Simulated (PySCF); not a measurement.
The numbers are results of PySCF with B3LYP-D3(BJ)/def2-TZVP, not measurements. All species are isolated molecules in the gas phase. One relaxed conformer stands for a flexible species; it need not be the lowest. B3LYP has the VWN-RPA correlation part, as in Gaussian. Delta-SCF ions had no search for a lower state. Excitations are Tamm–Dancoff values on a coarser integration grid. The basis has no diffuse functions, so Rydberg states are missing or too high.

Reference species (SMILES): `FB(F)F` (neutral, multiplicity 1).

The vertical ionisation energy (Delta-SCF) is 15.21 eV and the T1 excitation (TDA) is 10.23 eV.

Changed species: `FB(F)S` (F–B–S–H torsion 0°) (1 of 3 F replaced by SH; the reference has 0 of 3 F replaced by SH).

Q: Predict the effect on the vertical ionisation energy (Delta-SCF) and T1 excitation (TDA).

A: the vertical ionisation energy (Delta-SCF) decreases by 4.15 eV, to 11.06 eV; the T1 excitation (TDA) decreases by 4.17 eV, to 6.06 eV.
